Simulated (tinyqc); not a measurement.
RHF in the sto-3g basis, for OH-, spin multiplicity 1, step by step. The basis has no diffuse functions, so it cannot describe the extra electron: this is an exercise in the method, not the real anion. One step of it, computed by the program tinyqc.

Task: Iteration 2: building the Fock matrix. J_ij = sum D_kl (ij|kl), K_ij = sum D_kl (ik|jl); F = H + J - 0.5 K; E = tr D H + tr D J / 2 - 0.25 tr D K + E_nn.

D after iteration 1:
```
            1O 1s      1O 2s    1O 2px    1O 2py     1O 2pz      2H 1s
1O 1s    1.721115  -0.521283  0.000000  0.000000  -0.015869   0.047877
1O 2s   -0.521283   2.255604  0.000000  0.000000   0.092957  -0.284528
1O 2px   0.000000   0.000000  2.000000  0.000000   0.000000   0.000000
1O 2py   0.000000   0.000000  0.000000  2.000000   0.000000   0.000000
1O 2pz  -0.015869   0.092957  0.000000  0.000000   2.056428  -0.174673
2H 1s    0.047877  -0.284528  0.000000  0.000000  -0.174673   0.540064
```

core Hamiltonian H = T + V (hartree):
```
             1O 1s      1O 2s     1O 2px     1O 2py     1O 2pz      2H 1s
1O 1s   -32.088157  -7.463028   0.000000   0.000000  -0.011359  -1.167609
1O 2s    -7.463028  -8.714542   0.000000   0.000000  -0.139286  -2.657625
1O 2px    0.000000   0.000000  -6.892386   0.000000   0.000000   0.000000
1O 2py    0.000000   0.000000   0.000000  -6.892386   0.000000   0.000000
1O 2pz   -0.011359  -0.139286   0.000000   0.000000  -6.978522  -1.982689
2H 1s    -1.167609  -2.657625   0.000000   0.000000  -1.982689  -4.177039
```

Two-electron integrals (ij|kl) in chemists' order, unique and non-zero (hartree):
```
(11|11) 4.785065   (21|11) 0.741380   (21|21) 0.136873   (22|11) 1.118947
(22|21) 0.256633   (22|22) 0.817206   (31|31) 0.024477   (32|31) 0.037809
(32|32) 0.180518   (33|11) 1.115814   (33|21) 0.256684   (33|22) 0.817023
(33|33) 0.880159   (41|41) 0.024477   (42|41) 0.037809   (42|42) 0.180518
(43|43) 0.047444   (44|11) 1.115814   (44|21) 0.256684   (44|22) 0.817023
(44|33) 0.785270   (44|44) 0.880159   (51|51) 0.024477   (52|51) 0.037809
(52|52) 0.180518   (53|53) 0.047444   (54|54) 0.047444   (55|11) 1.115814
(55|21) 0.256684   (55|22) 0.817023   (55|33) 0.785270   (55|44) 0.785270
(55|55) 0.880159   (61|11) 0.116364   (61|21) 0.021318   (61|22) 0.039771
(61|33) 0.039693   (61|44) 0.039693   (61|51) 0.000976   (61|52) 0.001839
(61|55) 0.039934   (61|61) 0.003363   (62|11) 0.302658   (62|21) 0.070372
(62|22) 0.250501   (62|33) 0.246098   (62|44) 0.246098   (62|51) 0.005291
(62|52) 0.041592   (62|55) 0.259061   (62|61) 0.011193   (62|62) 0.097637
(63|31) 0.007121   (63|32) 0.042330   (63|53) 0.008485   (63|63) 0.013424
(64|41) 0.007121   (64|42) 0.042330   (64|54) 0.008485   (64|64) 0.013424
(65|11) 0.226295   (65|21) 0.053267   (65|22) 0.202433   (65|33) 0.193396
(65|44) 0.193396   (65|51) 0.010612   (65|52) 0.073892   (65|55) 0.220273
(65|61) 0.008820   (65|62) 0.095896   (65|65) 0.106528   (66|11) 0.463466
(66|21) 0.109494   (66|22) 0.448622   (66|33) 0.431080   (66|44) 0.431080
(66|51) 0.010034   (66|52) 0.110653   (66|55) 0.483148   (66|61) 0.017539
(66|62) 0.226937   (66|65) 0.254351   (66|66) 0.774606
```

nuclear repulsion = 3.78321509 hartree

Give: Coulomb J; exchange K; Fock matrix F; total energy of this density.

Result:

Coulomb J (hartree):
```
         1O 1s  1O 2s  1O 2px  1O 2py  1O 2pz  2H 1s
1O 1s   16.755  3.269   0.000   0.000   0.005  0.509
1O 2s    3.269  8.483   0.000   0.000   0.043  2.572
1O 2px   0.000  0.000   8.470   0.000   0.000  0.000
1O 2py   0.000  0.000   0.000   8.470   0.000  0.000
1O 2pz   0.005  0.043   0.000   0.000   8.487  2.077
2H 1s    0.509  2.572   0.000   0.000   2.077  4.636
```

exchange K (hartree):
```
        1O 1s  1O 2s  1O 2px  1O 2py  1O 2pz  2H 1s
1O 1s   7.920  1.418   0.000   0.000   0.000  0.236
1O 2s   1.418  2.807   0.000   0.000   0.015  0.824
1O 2px  0.000  0.000   2.344   0.000   0.000  0.000
1O 2py  0.000  0.000   0.000   2.344   0.000  0.000
1O 2pz  0.000  0.015   0.000   0.000   2.349  0.585
2H 1s   0.236  0.824   0.000   0.000   0.585  0.707
```

Fock matrix F (hartree):
```
          1O 1s   1O 2s  1O 2px  1O 2py  1O 2pz   2H 1s
1O 1s   -19.294  -4.903   0.000   0.000  -0.007  -0.777
1O 2s    -4.903  -1.635   0.000   0.000  -0.104  -0.498
1O 2px    0.000   0.000   0.406   0.000   0.000   0.000
1O 2py    0.000   0.000   0.000   0.406   0.000   0.000
1O 2pz   -0.007  -0.104   0.000   0.000   0.334  -0.198
2H 1s    -0.777  -0.498   0.000   0.000  -0.198   0.105
```

total energy of this density = -65.40064 hartree

This density is a damped mixture and is not idempotent.
